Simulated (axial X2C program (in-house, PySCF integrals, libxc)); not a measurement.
# CN: cheaper levels and CCSD(T), two-component

Computed with an axial X2C code built on PySCF integrals. Two-component (2c) means X2C with spin–orbit coupling and atomic mean-field two-electron Coulomb and Gaunt terms. Basis: N dyall-av3z [7s7p3d2f], C dyall-v3z [7s6p2d1f] (cores contracted in-house); Gaussian nuclei, density fitting, unrestricted open shells. Masses: N 14.003 u, C 12.000 u.

State: Ω = 1/2 (⟨Sz⟩ = 0.50, ⟨Lz⟩ = 0.00 at HF); fragments N + C.

```csv
level,Re (Å),ωe (cm⁻¹),De (eV)
PBE0,1.160,2180.6,7.74
HF,1.149,2017.2,3.91
CCSD,1.162,2216.7,6.95
BHandHLYP,1.146,2259.4,6.83
```

Correlated methods: 9 electrons correlated (number of frozen shells: N 1 s; C 1 s), 173 virtual spin orbitals or spinors in MP2, 90 natural virtuals in coupled cluster.

CCSD(T), same Hamiltonian and basis:

Re = 1.167 Å, ωe = 2193.6 cm⁻¹, De = 7.30 eV; T1 = 0.075 (Lee–Taylor normalisation).

Problem. Give the differences from CCSD(T) in the columns below.

Solution. 

```csv
level,ΔRe (Å),Δωe (cm⁻¹),ΔDe (eV)
PBE0,-0.007,-13,0.44
HF,-0.018,-176,-3.39
CCSD,-0.005,23,-0.35
BHandHLYP,-0.021,66,-0.47
```

The state is one determinant whose occupation by symmetry is held fixed; it was picked as the lowest of a PBE0 search that is not exhaustive. Dissociation energies refer to the lowest single-determinant-based atoms at the same level and basis. Density functionals use the spin component along the axis (collinear). Coupled cluster ran in a truncated set of natural virtual spinors; the MP2 energy of the rest was added. (T) has no such correction and the atoms are truncated less, which lowers De at CCSD(T) by a hundredth of an eV or more. In 2c an atomic determinant is not the ground J level, so De misses part of the atomic spin–orbit lowering. This holds for PBE0, CCSD, BHandHLYP, CCSD(T). The functionals have no current-density term, which raises determinants with orbital currents, atoms included. The determinant is spin-polarised beyond a pure state at some levels (its spin-free form has ⟨S²⟩ too high), which makes Re and μ there less reliable. The T1 diagnostic is large, a sign of multireference character.
